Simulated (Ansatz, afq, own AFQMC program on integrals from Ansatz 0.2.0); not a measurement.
## SiH2O, singlet in cc-pVDZ, levels against CCSDT(Q)

```xyz
4

Si    0.0000   -0.1186    0.6062
O     0.0000    0.1621   -1.0273
H     0.0000    1.3666    0.9807
H     0.0000   -0.6354   -1.5633
```

Connectivity, by distances: SiH–OH.

Basis cc-pVDZ. Noble-gas cores (and the filled d shells of Ga–Kr and In–Xe) are frozen. Integrals, coupled cluster, full CI and functionals: Ansatz 0.2.0; the random walks run on the same integrals in our own AFQMC program. ph-AFQMC/CISD is guided by a CISD state made of CCSD amplitudes; releasing the constraint for a short imaginary time cuts its bias at the price of noise, slowly where states lie close. Free projection: walkers drawn from exp(T), propagated without any constraint. Its projection time is finite, and what remains of the start isn't in its error. Uncertainties: one standard error, sampling alone.

Determinant: RHF, the one that the program's search chose, which needn't be the lowest solution. The geometry is a point of a scan.

No full CI on the walks' own integrals is used here; CCSDT(Q) serves as the reference and is uncertain by about the last step of the cluster series.

Cautions: restricted determinant unstable towards unrestricted (UHF 6 meV lower, ⟨S²⟩ 0.11).

The T1 diagnostic is 0.0181, the weight of the determinant in the CISD state is 0.878 and the size of the correlated space is 12 electrons in 36 orbitals.

Reference: CCSDT(Q), correlation energy -8.362 eV. The released energy is read at 2.40 1/Eh (meV from the phaseless value at times in 1/Eh: -1 ± 22 at 0.24, -10 ± 17 at 0.51, -16 ± 21 at 0.99, -32 ± 21 at 1.62, 25 ± 22 at 2.40).

```
         level  E − E(reference) (mEh)  share of correlation (%)
            HF                  307.30                      0.00
           MP2                   32.44                     89.44
          CCSD                    8.75                     97.15
       CCSD(T)                    1.50                     99.51
         CCSDT                    0.86                     99.72
 ph-AFQMC/CISD             0.50 ± 0.64                     99.84
released AFQMC             1.42 ± 0.80                     99.54
    free AFQMC             0.16 ± 0.76                     99.95
```

Free projections are given only where their last times agree within the noise and don't stop above the reference; a slow remainder of the start can still hide under it. A walk keeps the symmetry of its determinant, which the program's search chose and which needn't be the lowest solution, so a lower state of the same spin and another symmetry isn't excluded. Released energies are given only where the last usable release times agree within the noise; a slower fall can still hide under it.
